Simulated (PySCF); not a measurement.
# Shieldings and the share of exact exchange

Molecule: `c1cc[nH]c1`, C4H5N.

Molfile (atoms numbered from 1):
```
C4H5N
     RDKit          3D

 10 10  0  0  0  0  0  0  0  0999 V2000
    0.0276   -1.1872    0.1388 C   0  0  0  0  0  0  0  0  0  0  0  0
   -1.1137   -0.3988   -0.1728 C   0  0  0  0  0  0  0  0  0  0  0  0
   -0.6976    0.9144   -0.2389 C   0  0  0  0  0  0  0  0  0  0  0  0
    0.6436    0.9394    0.0197 N   0  0  0  0  0  0  0  0  0  0  0  0
    1.0998   -0.3272    0.2519 C   0  0  0  0  0  0  0  0  0  0  0  0
    0.0613   -2.2673    0.2676 H   0  0  0  0  0  0  0  0  0  0  0  0
   -2.1305   -0.7532   -0.3309 H   0  0  0  0  0  0  0  0  0  0  0  0
   -1.2505    1.8267   -0.4511 H   0  0  0  0  0  0  0  0  0  0  0  0
    1.2136    1.7726    0.0392 H   0  0  0  0  0  0  0  0  0  0  0  0
    2.1465   -0.5197    0.4768 H   0  0  0  0  0  0  0  0  0  0  0  0
  1  2  1  0
  2  3  2  0
  3  4  1  0
  4  5  1  0
  5  1  2  0
  1  6  1  0
  2  7  1  0
  3  8  1  0
  4  9  1  0
  5 10  1  0
M  END
```

GIAO shieldings (ppm, equivalent atoms averaged) in PySCF 2.14 on the PBE0-D3(BJ)/def2-SVP geometry, basis pcSseg-2, gas phase, non-relativistic:

```csv
functional,exact exchange (%),σ(N4)
BLYP,0,83.4
BP86,0,87.4
PBE,0,87.5
B3LYP,20,86.9
PBE0,25,91.8
mPW1PW91,25,90.9
HF,100,106.7
```

Question: Fit each shielding as a line in the percentage of exact exchange.

Answer: σ(N4) = 85.6 + 0.21 x (rms 1.7 ppm). The functionals also differ in their semilocal parts, which the line can't hold; Hartree–Fock has no correlation at all.

Question: What does the line predict for BHandHLYP (50 %), and what does the run give?

Answer: σ(N4): 96.1 predicted, 93.1 computed ppm.
